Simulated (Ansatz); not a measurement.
Relaxation of AlH₄O₂ (7 atoms, charge 1, multiplicity 1), to a largest force component of 0.015 eV/Å in at most 40 steps.

Method: Ansatz 0.2.0, RKS BHLYP/cc-pVDZ.

```xyz
7
Properties=species:S:1:pos:R:3:forces:R:3
O -1.237 -1.006 -0.417 -0.83 -0.79 0.53
Al -0.065 0.050 -0.768 -0.06 0.04 -0.62
O 0.738 0.519 0.808 0.31 0.06 1.41
H -1.961 -1.626 -0.395 0.22 0.20 -0.11
H 0.614 0.790 -1.864 0.43 0.47 -0.74
H 0.442 0.135 1.656 0.16 0.20 -0.32
H 1.469 1.137 0.979 -0.23 -0.18 -0.15
```

Q: Where does it end, and by what steps?

A: The run converged. Limits of this set-up: the dipole of an ion depends on the origin. After 9 steps the energy has fallen by 0.156 eV; O1 moved furthest, 0.24 Å.

```
step  energy less start (eV)  largest force component (eV/Å)  accepted
   0                  0.0000                           1.407       yes
   1                 -0.0633                           0.721       yes
   2                 -0.0870                           0.276       yes
   3                 -0.0914                           0.260       yes
   4                 -0.1082                           0.358       yes
   5                 -0.1386                           0.358       yes
   6                 -0.1472                           0.341       yes
   7                 -0.1547                           0.068       yes
   8                 -0.1560                           0.039       yes
   9                 -0.1563                           0.014       yes
```

```xyz
7
Properties=species:S:1:pos:R:3
O -1.200 -1.007 -0.184
Al -0.072 0.052 -0.808
O 0.732 0.511 0.838
H -1.898 -1.558 -0.530
H 0.572 0.776 -2.007
H 0.404 0.113 1.658
H 1.462 1.112 1.032
```

Run time: 14 s on 1 thread of Intel(R) Xeon(R) Platinum 8488C (Sapphire Rapids), with other jobs on the host, peak memory 0.14 GiB.
